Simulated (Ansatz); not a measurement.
Input file:

```yaml
crystal:
  periodic: [false, false, false]
  atoms:
    - {symbol: Ge, position_ang: [0.000000, 0.059541, 0.505922]}
    - {symbol: B, position_ang: [0.000000, 0.451319, -1.675815]}
    - {symbol: N, position_ang: [0.000000, -0.753893, -1.154331]}
    - {symbol: H, position_ang: [0.000000, 1.344614, -2.445184]}
basis:
  gaussian: {orbitals: cc-pVDZ}
total_charge: 1
hamiltonian: {xc: {name: PBE-QIDH}}
correlation: {electrons: outside_noble_gas}
```

```sh
$ ansatz run in.yaml --threads 1 --pin off --events-out ev --progress --plain --max-ram 2393MiB
```

Log:

```
640 factors; integrals over basis functions are off by at most 8.0e-4 eV
mean field evaluation 1: about -58653.3740 eV, gradient 7.5e1 eV
mean field evaluation 2: about -58653.4672 eV, gradient 7.5e1 eV
mean field evaluation 4: about -58666.4757 eV, gradient 1.1e1 eV
mean field evaluation 8: about -58666.8990 eV, gradient 6.4e-1 eV
mean field evaluation 16: about -58666.9030 eV, gradient 6.5e-4 eV
mean field -58666.90299161 eV, -2155.9689190867 hartree, gradient 7.0e-6 eV, S^2 0.000000; 1 other end points of the search recorded, 0 dependent functions left out
16 core orbitals not correlated: weight in the atoms' cores, before any rotation towards them, 0.997 or more for the frozen orbitals, at most 0.003 for the correlated occupied ones
reference -58666.90300064 eV, -2155.9689194186 hartree; 6, 6 occupied and 38, 38 virtual orbitals, 640 factors
second order -9.70477870 eV of doubles, -0.00000000 eV of singles
Total energy: -58670.13792688 eV, -2156.0878007650 hartree
```

Ran on 1 thread of Arm Neoverse V2, shared host: 2.3 s wall, 0.23 GiB peak host memory.
